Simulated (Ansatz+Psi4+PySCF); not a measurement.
A calculation with Psi4 1.11.

```
molecule {
0 1
O 0.000000 0.000000 0.683500
C 0.000000 0.000000 -0.536610
H 0.000000 0.934390 -1.124160
H 0.000000 -0.934390 -1.124160
}

set basis cc-pVTZ
set reference rhf
set scf_type pk
energy('scf')
```

The input is written out from the run's settings.

The run gave:

```json
{
  "Converged": "yes",
  "Total energy": "-113.90985 hartree",
  "Spin squared of the determinant": "0.000",
  "Occupied orbitals by symmetry in an Abelian subgroup (alpha; beta)": "5 A1 1 B1 2 B2; 5 A1 1 B1 2 B2"
}
```
